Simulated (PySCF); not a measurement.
# AlOF: singlet, from a bent start

Aim: relax AlOF as a singlet from a bent start, check by its vibrations whether the end is a minimum, and collect its spectrum and constants.

Method: B3LYP, basis Al def2-TZVP, O def2-TZVP, F def2-TZVP, no relativity, density fitting; program: PySCF 2.14.0.

### Step 1. The system as given

3 atoms, charge 0, spin multiplicity 1.

Bond lengths: Al1–O2 1.700 Å, Al1–F3 1.900 Å. Angles: O2–Al1–F3 110.0°.

```xyz
3
charge 0 multiplicity 1
Al    0.0000    0.0000    0.0000
O    -1.3926    0.0000    0.9751
F     1.5564    0.0000    1.0898
```

### Step 2. Finding the electronic state

One driver script runs all steps and calls PySCF; scf.py shows how it sets up the SCF of each step. The optimiser is the driver's own. After this first run the driver tries any further starts and a stability analysis.

The input, scf.py:

```python
from pyscf import gto, scf, dft
mol = gto.M(atom='''
Al     0.000000     0.000000     0.000000
O     -1.392600     0.000000     0.975100
F      1.556400     0.000000     1.089800''',
    basis={'Al': 'def2-TZVP', 'O': 'def2-TZVP', 'F': 'def2-TZVP'},
    charge=0, spin=0)
mf = dft.RKS(mol, xc='B3LYP')
mf.grids.atom_grid = (50, 194)
aux = {'Al': 'def2-universal-JKFIT', 'O': 'def2-universal-JKFIT', 'F': 'def2-universal-JKFIT'}
mf = mf.density_fit(auxbasis=aux)
mf.conv_tol = 1e-08
mf.diis_space = 10
mf.max_cycle = 60
mf.init_guess = 'minao'
mf.verbose = 4
mf.kernel()
```

Run with:

```bash
> OMP_NUM_THREADS=2 python axn.py task.json out
```

Output:

```text
init E= -417.464610443177
  HOMO = -0.425069894772942  LUMO = -0.200468353711877  gap/eV = 6.11172
cycle= 1 E= -417.142102239108  delta_E= 0.323  |g|= 1.36  |ddm|= 1.88
  HOMO = -0.0684729469966962  LUMO = -0.0280475723421692  gap/eV = 1.10003
cycle= 2 E= -410.012015505069  delta_E= 7.13  |g|=  3.7  |ddm|= 3.35
  HOMO = -0.279173437390003  LUMO = -0.177028694363287  gap/eV = 2.77950
cycle= 3 E= -417.29741310785  delta_E= -7.29  |g|=  1.1  |ddm|= 3.12
  HOMO = -0.262619730343107  LUMO = -0.187484034555801  gap/eV = 2.04455
cycle= 4 E= -417.545899386609  delta_E= -0.248  |g|= 0.481  |ddm|= 0.832
  HOMO = -0.264186400132602  LUMO = -0.206253101281909  gap/eV = 1.57645
cycle= 5 E= -417.564821194418  delta_E= -0.0189  |g|= 0.284  |ddm|= 0.425
  HOMO = -0.280646993301878  LUMO = -0.20323537752099  gap/eV = 2.10648
cycle= 6 E= -417.58323108232  delta_E= -0.0184  |g|= 0.117  |ddm|= 0.141
  HOMO = -0.29236163295107  LUMO = -0.202514259050787  gap/eV = 2.44487
cycle= 7 E= -417.586574767986  delta_E= -0.00334  |g|= 0.0104  |ddm|= 0.0775
  HOMO = -0.292388975583969  LUMO = -0.201990430957565  gap/eV = 2.45987
cycle= 8 E= -417.586601293757  delta_E= -2.65e-05  |g|= 0.00198  |ddm|= 0.00885
  HOMO = -0.292569452786987  LUMO = -0.202075743200801  gap/eV = 2.46246
cycle= 9 E= -417.586602436257  delta_E= -1.14e-06  |g|= 0.000424  |ddm|= 0.00203
  HOMO = -0.292592472262034  LUMO = -0.202075670421493  gap/eV = 2.46309
cycle= 10 E= -417.586602560316  delta_E= -1.24e-07  |g|= 0.000114  |ddm|= 0.00109
  HOMO = -0.292587595930982  LUMO = -0.202082457002227  gap/eV = 2.46277
cycle= 11 E= -417.58660258084  delta_E= -2.05e-08  |g|= 0.00012  |ddm|= 0.000634
  HOMO = -0.292593709727704  LUMO = -0.20208027459514  gap/eV = 2.46300
cycle= 12 E= -417.586602585163  delta_E= -4.32e-09  |g|= 4.51e-05  |ddm|= 0.000189
  HOMO = -0.292612166941494  LUMO = -0.20208316773045  gap/eV = 2.46342
Extra cycle  E= -417.586602575272  delta_E= 9.89e-09  |g|= 0.000212  |ddm|= 0.000172
converged SCF energy = -417.586602575272
```

This step, with its further starts and checks, took 2.5 s on 2 threads of Arm Neoverse V1, shared host.

No lower closed-shell solution turned up in the test of internal stability.

### Step 3. Relaxation: bent start, singlet

The program finds Cs symmetry in the start, which this walk keeps. Threshold on the gradient: 0.0003 Eh/bohr, with a further test on the energy change.

Changes to scf.py since step 2:

```diff
@@ -3,3 +3,3 @@
-Al     0.000000     0.000000     0.000000
-O     -1.392600     0.000000     0.975100
-F      1.556400     0.000000     1.089800''',
+Al    -0.117703     0.000000    -0.585739
+O     -1.510303     0.000000     0.389361
+F      1.438697     0.000000     0.504061''',
@@ -15 +14,0 @@
-mf.init_guess = 'minao'
```

Energy and gradient, step by step:

| step | energy (Eh) | change (kJ/mol) | largest symmetric gradient (Eh/bohr) |
| --- | --- | --- | --- |
| 0 | -417.586603 | 0.00 | 0.10181 |
| 1 | -417.630368 | -114.91 | 0.05546 |
| 2 | -417.646427 | -157.07 | 0.05840 |
| 3 | -417.652884 | -174.02 | 0.03522 |
| 4 | -417.654054 | -177.09 | 0.06617 |
| 5 | -417.657575 | -186.34 | 0.00683 |
| 6 | -417.658114 | -187.75 | 0.00736 |
| 7 | -417.658333 | -188.33 | 0.00302 |
| 8 | -417.658349 | -188.37 | 0.00011 |
| 9 | -417.658349 | -188.37 | 0.00005 |

The walk took 8 s.

Positions (Å) and forces (eV/Å) along the way:

```
step 0
Al  -0.118   0.000  -0.586   1.111   0.000   5.235
O   -1.510   0.000   0.389   1.254   0.000  -2.312
F    1.439   0.000   0.504  -2.364   0.000  -2.923
step 1
Al  -0.073   0.000  -0.392   0.400   0.000   2.852
O   -1.558   0.000   0.302   0.574   0.000  -1.305
F    1.442   0.000   0.398  -0.974   0.000  -1.547
step 5
Al  -0.071   0.000   0.017  -0.351   0.000   0.302
O   -1.672   0.000   0.098   0.231   0.000  -0.165
F    1.553   0.000   0.193   0.120   0.000  -0.137
step 9
Al  -0.076   0.000   0.104   0.002   0.000  -0.001
O   -1.673   0.000   0.053   0.001   0.000   0.004
F    1.560   0.000   0.150  -0.003   0.000  -0.003
```

End point (C∞v, 9 steps, 188.4 kJ/mol gained): Al–F 1.636 Å, Al–O 1.598 Å; F–Al–O 179.8°.

### Step 4. Vibrations and properties at this point

On the finer grid the gradient is checked again; gradients at displacements of ±0.02 bohr then give force constants and infrared intensities.

Changes to scf.py since step 3:

```diff
@@ -3,3 +3,3 @@
-Al    -0.117703     0.000000    -0.585739
-O     -1.510303     0.000000     0.389361
-F      1.438697     0.000000     0.504061''',
+Al    -0.089421     0.000000    -0.002685
+O     -1.686090     0.000000    -0.050632
+F      1.546481     0.000000     0.046439''',
@@ -9 +9 @@
-mf.grids.atom_grid = (50, 194)
+mf.grids.atom_grid = (75, 302)
@@ -12 +12 @@
-mf.conv_tol = 1e-08
+mf.conv_tol = 1e-10
```

The driver hands on the density of the step before, so the log starts near convergence.

Log of the central SCF (cycles and frontier levels):

```text
init E= -417.658315497528
  HOMO = -0.286782343037556  LUMO = -0.117817279529525  gap/eV = 4.59777
cycle= 1 E= -417.658315497525  delta_E= 2.84e-12  |g|= 1.94e-06  |ddm|= 1.31e-06
  HOMO = -0.28678158158883  LUMO = -0.117817150970716  gap/eV = 4.59776
Extra cycle  E= -417.658315497517  delta_E= 7.9e-12  |g|= 6.2e-06  |ddm|= 4.11e-06
converged SCF energy = -417.658315497517
```

The whole step took 14 s.

Geometry: C∞v; Al–F 1.637 Å, Al–O 1.597 Å; F–Al–O 180.0°.

Modes, for the most abundant isotopes:

```
symmetry  ω (cm⁻¹)  IR (km/mol)  μ (u)     type
       π       203          191  21.61     bend
      σ+       740         21.6  18.07  stretch
      σ+      1173         96.8  20.63  stretch
```

Every mode is real; the point is a minimum.

Properties at this point:

```
Dipole moment                                                   : 3.21 D
Highest occupied level                                          : -7.80 eV
Lowest empty level                                              : -3.21 eV
Rotational constants                                            : 0.1848 cm⁻¹
Zero-point energy                                               : 13.9 kJ/mol
Principal polarisabilities                                      : 25.7, 25.7, 33.4 bohr³
Atomisation energy without zero-point energy                    : 1061 kJ/mol
Principal traceless quadrupole moments about the centre of mass : -14.30, 7.15, 7.15 D Å
Entropy at 298.15 K and 1 bar                                   : 245.9 J/(mol K)
Heat capacity Cp at 298.15 K                                    : 48.5 J/(mol K)
Enthalpy at 298.15 K above 0 K                                  : 11.90 kJ/mol
Rotational symmetry number                                      : 1
```

Populations by atom (charges in e):

```csv
atom,Mulliken,Löwdin,polar tensor,Mayer order to Al1
Al1,0.77,0.25,1.25,–
O2,-0.48,-0.25,-0.69,2.24
F3,-0.28,0.00,-0.56,1.16
```

Outer orbital energies (eV). occupied: -32.84, -23.84, -14.11, -12.79, -12.79, -9.02, -7.80, -7.80; empty: -3.21, -0.61, -0.61, 2.03.

Mulliken populations on Al1: s 4.69, p 7.02, d 0.42, f 0.10.

### Step 5. Outcome

```
                                 quantity                                      value
                                  minimum                               singlet, C∞v
                                 geometry  Al–F 1.637 Å, Al–O 1.597 Å; F–Al–O 180.0°
                       wavenumbers (cm⁻¹)               203 (π), 740 (σ+), 1173 (σ+)
                            dipole moment                                     3.21 D
     highest occupied, lowest empty level                            -7.80, -3.21 eV
               polar-tensor charge of Al1                                    +1.25 e
                        zero-point energy                                13.9 kJ/mol
                      entropy at 298.15 K                            245.9 J/(mol K)
atomisation energy (no zero-point energy)                                1061 kJ/mol
```

From Cs at the start the molecule goes to a C∞v minimum. The strongest infrared band lies at 203 cm⁻¹ (π, bend). Other starts or spin states, not run here, may lie lower.

The search up to here took 24 s.
